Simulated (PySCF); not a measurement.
Compound: C4H7N.
Bonds: C1–C2 (double), C2–C3 (double), C3–C4, C4–N5. Hydrogens: H6, H7 on C1; H8 on C3; H9, H10 on C4; H11, H12 on N5.

Computed, not measured: core-valence-separated Tamm–Dancoff BHandHLYP/aug-pcX-1 (pcseg-1 on H) in PySCF, non-relativistic, gas phase, PBE0-D3(BJ)/def2-SVP geometry. Absolute energies from this functional tend to lie a few eV below measured edges; no shift was applied.

What does the C 1s absorption edge look like?

```csv
E (eV),f,core hole on,main final orbital,polarisation
283.07,0.0651,C2,spread,–
283.20,0.0563,C1,spread,normal to the local trigonal plane
283.26,0.0606,C2,spread,–
283.31,0.0617,C3,spread,normal to the local trigonal plane
285.27,0.0086,C3,LUMO (53 %),in the local trigonal plane
285.43,0.0086,C1,LUMO+2 (34 %),in the local trigonal plane
285.90,0.0050,C1,LUMO+1 (70 %),in the local trigonal plane
286.31,0.0140,C4,LUMO (58 %),–
286.40,0.0057,C3,LUMO+4 (49 %),in the local trigonal plane
286.78,0.0001,C2,LUMO+1 (41 %),–
286.82,0.0037,C4,LUMO+2 (59 %),–
287.01,0.0237,C4,LUMO+3 (34 %),–
287.10,0.0052,C3,LUMO+2 (34 %),mixed
287.12,0.0202,C1 + C3,"LUMO+1/LUMO+7 (2 roots, f summed)",–
287.13,0.0295,C4,LUMO+5 (43 %),–
287.24,0.0056,C1,LUMO (33 %),mixed
287.32,0.0050,C1,LUMO+3 (38 %),mixed
287.34,0.0001,C3,LUMO+3 (57 %),–
```

The first line with a tenth or more of the strongest one's intensity is at 283.07 eV (f = 0.065), with the hole on C2 (central carbon of cumulated double bonds). It is also the strongest listed.

What does the N 1s absorption edge look like?

```tsv
E (eV)	f	core hole on	main final orbital
399.25	0.0126	N5	LUMO (58 %)
400.20	0.0329	N5	spread
400.67	0.0171	N5	LUMO+2 (36 %)
401.17	0.0045	N5	LUMO+3 (64 %)
401.32	0.0048	N5	spread
401.66	0.0020	N5	LUMO+1 (45 %)
402.03	0.0047	N5	spread
```

The first line with a tenth or more of the strongest one's intensity is at 399.25 eV (f = 0.013), with the hole on N5 (primary amine nitrogen). The strongest listed is at 400.20 eV (f = 0.033; N5).

Roots within 0.03 eV whose holes lie on the same, on equivalent or on shared atoms are summed into one line, and the highest roots are left out, as the search may have cut off their partners. Final orbitals are the ground state's empty Kohn–Sham orbitals. A dash: too weak, shared between unlike atoms, or no plane or axis to refer to.

What is the summed oscillator strength of the listed C K lines, and their intensity-weighted mean energy?

Σf = 0.379 over 18 lines from 283.07 to 287.34 eV; the weighted mean is 284.46 eV. The strongest line holds 17 % of the sum.

The list ends where the root search ended, not at a threshold.

The values belong to the conformer `[CH2:1]=[C:2]=[CH:3][CH2:4][NH2:5]`: C2–C3–C4–N5 -115°, H–N5–C4–C3 56°, H–N5–C4–C3 -60°.
